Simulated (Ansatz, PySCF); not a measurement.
hydrogen fluoride (FH), SMILES F. Atoms are numbered in the order given.

```xyz
2

F      0.0000     0.0000    -0.0925
H      0.0000     0.0000     0.8329
```
Charge 0, spin multiplicity 1.

Coordinates come from a B3LYP-D3(BJ)/def2-TZVPD optimisation.

Vertical ionisation energy (IE) and electron affinity (EA) in eV. Rows of orbital energies are one-electron estimates. Where ΔSCF, EOM or ADC give a negative EA the extra electron is unbound and the value depends on the basis.

```
level                                                                       IE     EA
-----------------------------------------------------------------------  -----  -----
−ε(HOMO), −ε(LUMO), ωB97X/def2-TZVPD (PySCF)                             14.42  -2.30
−ε(HOMO), −ε(LUMO), CAM-B3LYP/def2-TZVPD (PySCF)                         13.48  -0.85
−ε(HOMO), −ε(LUMO), PBE/def2-TZVPD (PySCF)                                9.63   0.57
EOM-CCSD/aug-cc-pVDZ (PySCF)                                             15.81  -0.82
ADC(3)/aug-cc-pVDZ (PySCF)                                               16.77  -0.81
ΔSCF, ωB97X-V/def2-TZVPD (Ansatz), final states of multiplicity 2 and 2  16.16  -1.92
ΔSCF, PBE/def2-TZVPD (Ansatz), final states of multiplicity 2 and 2      16.29  -1.73
```

Q: What vertical singlet–triplet gap does ΔSCF give with ωB97X-V/def2-TZVPD (Ansatz, an electronic-structure program) and with PBE/def2-TZVPD (Ansatz)? (The exact figures need the calculation; the answer reports its results.)

A: 10.16 and 10.11 eV (triplet above singlet where positive).

Q: Give the lowest 1s main lines (those of the lightest heavy element) from CVS-ADC(2)-x/aug-cc-pVDZ (PySCF, non-relativistic), with pole strengths. (The exact figures need the calculation; the answer reports its results.)

A: 695.3 eV (1.61).

Q: Beyond the first one, list the lowest photoelectron lines from ADC(3)/aug-cc-pVDZ (PySCF) with their pole strengths (two spins summed). (An estimate is asked for; the answer gives what the named calculation found.)

A: 20.57 eV (1.87).
